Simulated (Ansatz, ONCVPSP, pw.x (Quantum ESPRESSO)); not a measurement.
## Equation-of-state test of one ONCV potential (W)

- Element: tungsten (W)
- Generator: ONCVPSP 4.0.1.1 (patched build)
- Type: optimised norm-conserving Vanderbilt (ONCV)
- Functional: PBEsol
- Relativity: scalar-relativistic
- Frozen core: [Kr] 4d10 4f14
- Valence charge: 14
- Reference configuration: 5s2 5p6 5d4.5 6s1.5
- Partial waves: 5s+6s: rc 1.90 bohr, ncon 4, nbas 7, qcut 5.9 1/bohr, 2 projectors; 5p: rc 2.10 bohr, ncon 4, nbas 7, qcut 8.8 1/bohr, 2 projectors, debl 0.6 Ha; 5d: rc 2.05 bohr, ncon 5, nbas 10, qcut 7.5 1/bohr, 2 projectors, debl 1.9 Ha
- Local potential: polynomial inside 1.10 bohr (lpopt 4, dvloc0 2 Ha)
- Core correction: Teter function fitted to the true core (icmod 2), fcfact 0.65

In the p channel the program set the typed energies aside and used -1.554, 0.250 Ha.

Crystal test: fcc W in pw.x 7.5, no spin, 14³ k-points, Fermi–Dirac smearing 0.01 Ry, cutoffs 55/220 Ry. The reference is all-electron LAPW (Ansatz 0.2.0) with the same functional, mesh and smearing; V0 and B0 come from Birch–Murnaghan fits to the pressures at five volumes. Errors are pseudo minus all-electron; Δ is the rms difference of the E(V) curves that follow from these fits, minima aligned, over ±6 % about the mean V0. Mesh and smearing are coarse, so the numbers serve the comparison and aren't converged zero-temperature values; the lattice is a test structure that the element need not adopt.

```
V (Å³/atom)  P all-electron (GPa)  P pseudo (GPa)
     15.195                 17.15           13.14
     15.595                  8.12            4.48
     15.995                  0.14           -3.17
     16.395                 -6.90           -9.94
     16.795                -13.11          -15.89
```

All-electron: a0 = 4.000 Å (V0 = 16.00 Å³/atom), B0 = 298.8 GPa.

Pseudopotential: mean pressure error (GPa): -3.36; a0 (Å): 3.985; a0 error (%): -0.38; B0 error (%): +0.4; Δ (meV/atom): 11.8.

Task: At the middle volume, how do free energy and pressure move when the wave cutoff is lowered (ecutrho kept at four times it)?

Result:

```
cutoff (Ry)  shift of F (meV/atom)  shift of P (GPa)
         25                 +520.4            -20.66
         33                 +113.2             -3.68
         44                  +16.6             -0.87
```

Input at the middle volume:

```
&control
  calculation='scf', prefix='x', pseudo_dir='./', outdir='./tmp', tstress=.true., disk_io='low'
/
&system
  ibrav=0, nat=1, ntyp=1, ecutwfc=55, ecutrho=220, nbnd=15,
  occupations='smearing', smearing='fd', degauss=0.01
/
&electrons
  conv_thr=1e-09, mixing_beta=0.4, electron_maxstep=70
/
ATOMIC_SPECIES
W 1.0 W.UPF
CELL_PARAMETERS angstrom
  0.00000000 1.99979164 1.99979164
  1.99979164 0.00000000 1.99979164
  1.99979164 1.99979164 0.00000000
ATOMIC_POSITIONS crystal
W 0.0000 0.0000 0.0000
K_POINTS automatic
14 14 14 0 0 0
```

```bash
pw.x < W.scf.in > W.scf.out
```

Lines of the output:

```
Message from routine setup:
     using ibrav=0 with symmetry is DISCOURAGED, use correct ibrav instead
     lattice parameter (alat)  =       5.3444  a.u.
     unit-cell volume          =     107.9396 (a.u.)^3
     number of electrons       =        14.00
     number of Kohn-Sham states=           15
     kinetic-energy cutoff     =      55.0000  Ry
     charge density cutoff     =     220.0000  Ry
     scf convergence threshold =      1.0E-09
     Exchange-correlation= PBESOL
     number of k points=   104  Fermi-Dirac smearing, width (Ry)=  0.0100
     iteration #  1     ecut=    55.00 Ry     beta= 0.40
     total energy              =    -163.31692555 Ry
     estimated scf accuracy    <       0.06970768 Ry
     iteration #  2     ecut=    55.00 Ry     beta= 0.40
     total energy              =    -163.31764874 Ry
     estimated scf accuracy    <       0.00979602 Ry
     iteration #  3     ecut=    55.00 Ry     beta= 0.40
     total energy              =    -163.31879180 Ry
     estimated scf accuracy    <       0.00048533 Ry
     iteration #  4     ecut=    55.00 Ry     beta= 0.40
     total energy              =    -163.31882684 Ry
     estimated scf accuracy    <       0.00000737 Ry
     iteration #  5     ecut=    55.00 Ry     beta= 0.40
     total energy              =    -163.31882927 Ry
     estimated scf accuracy    <       0.00000059 Ry
     iteration #  6     ecut=    55.00 Ry     beta= 0.40
     total energy              =    -163.31882934 Ry
     estimated scf accuracy    <          3.2E-09 Ry
     iteration #  7     ecut=    55.00 Ry     beta= 0.40
     the Fermi energy is    21.4665 ev
!    total energy              =    -163.31882934 Ry
     estimated scf accuracy    <          7.6E-10 Ry
     smearing contrib. (-TS)   =      -0.00512924 Ry
     The total energy is F=E-TS. E is the sum of the following terms:
     one-electron contribution =     -16.97420382 Ry
     hartree contribution      =      17.01667310 Ry
     xc contribution           =     -44.45976097 Ry
     ewald contribution        =    -118.89640840 Ry
     convergence has been achieved in   7 iterations
          total   stress  (Ry/bohr**3)                   (kbar)     P=      -31.69
```

The run at the middle volume (104 k-points, 7 iterations) took about 12 s on one core of a shared host (Neoverse-V1, 32 threads, 247 GiB, load 30).
